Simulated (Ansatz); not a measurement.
The first iterations of a band of H5OPSi (8 atoms, charge 0, multiplicity 1).

The calculation used Ansatz, RKS CAM-B3LYP/6-31G*.

```
movable images  : 9
climbing image  : yes
spring          : 5.0 eV/Å²
optimiser       : quadratic models (default)
start path      : IDPP
force threshold : 0.05 eV/Å
iteration limit : 54
end points      : relaxed
```

Image 0:

```xyz
8
Properties=species:S:1:pos:R:3
Si -0.741 0.927 -0.518
O 0.523 -0.110 -0.228
P 0.701 -1.173 1.037
H -1.894 0.207 -1.116
H -0.253 1.947 -1.471
H -1.189 1.579 0.739
H 2.108 -1.052 1.204
H 0.837 -2.382 0.297
```

Image 10:

```xyz
8
Properties=species:S:1:pos:R:3
Si -0.477 0.855 -0.539
O 1.002 0.225 -0.125
P 1.360 -1.154 0.720
H -1.229 -0.109 -1.385
H -0.236 2.107 -1.287
H -1.277 1.135 0.681
H 0.500 -2.089 0.064
H 0.451 -1.028 1.816
```

| iteration | highest image above the first end (eV) | largest band force component (eV/Å) |
| --- | --- | --- |
| 1 | 0.135 | 0.715 |
| 2 | 0.049 | 0.199 |
| 3 | 0.046 | 0.116 |

**Question.** Does the band converge within its limit, and where does its top end?

**Answer.** It converged. It ended after 10 iterations with the highest image 0.039 eV above the first end. A vibrational analysis at the climbing image gives one clearly imaginary mode, 88i cm⁻¹: a first-order saddle point.

Run time: 3.6 min on 1 thread of Arm Neoverse V2, with other jobs on the host, peak memory 0.13 GiB.
